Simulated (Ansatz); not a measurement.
Geometry optimisation, RKS PBE0/cc-pVDZ in Ansatz 0.2.0.

The input (input.yaml):

```yaml
crystal:
  periodic: [false, false, false]
  atoms:
    - { symbol: B, position_ang: [-1.30844, 0.20337, -0.64722] }
    - { symbol: O, position_ang: [-0.09573, 0.01589, -0.04774] }
    - { symbol: Si, position_ang: [1.28592, -0.1998, 0.63608] }
    - { symbol: H, position_ang: [-0.18294, 0.81481, -0.62586] }
    - { symbol: H, position_ang: [-1.95009, 1.12167, -0.3164] }
    - { symbol: H, position_ang: [1.66651, 0.78389, 1.63779] }
    - { symbol: H, position_ang: [2.0448, -1.36192, 0.19934] }
total_charge: 1
basis:
  gaussian: { orbitals: cc-pVDZ }
hamiltonian:
  xc: pbe0
relax:
  f_tol: 0.02
  max_steps: 50
```

Launched with:

```bash
$ ansatz run input.yaml --threads 1 --pin off --max-ram 2048MiB --backend cpu --events-out ev --progress --plain --runs-dir out
```

**Question.** Where does it end, and by what steps?

**Answer.** The forces met the threshold. Limits of this set-up: the dipole of an ion depends on the origin. After 10 steps the energy has fallen by 7.733 eV; H4 moved furthest, 1.28 Å. Parted: O2–H4.

| step | energy less start (eV) | largest force component (eV/Å) | accepted |
| --- | --- | --- | --- |
| 0 | 0.0000 | 5.742 | yes |
| 1 | -1.7206 | 3.965 | yes |
| 2 | -3.1570 | 3.498 | yes |
| 3 | -4.5589 | 2.894 | yes |
| 4 | -5.9412 | 2.993 | yes |
| 5 | -6.9588 | 2.022 | yes |
| 6 | -7.5065 | 0.958 | yes |
| 7 | -7.6036 | 0.475 | yes |
| 8 | -7.6996 | 0.348 | yes |
| 9 | -7.7308 | 0.136 | yes |
| 10 | -7.7328 | 0.013 | yes |

```xyz
7
Properties=species:S:1:pos:R:3
B -0.997 0.708 -0.647
O 0.111 0.225 0.048
Si 1.375 -0.300 0.859
H -0.761 1.334 -1.641
H -2.067 0.446 -0.175
H 1.939 0.621 1.870
H 1.860 -1.656 0.522
```

Whether the end is a true minimum wasn't checked by a vibrational analysis.

Run time: 21 s on 1 thread of Arm Neoverse V2, on a shared host, peak memory 0.13 GiB.
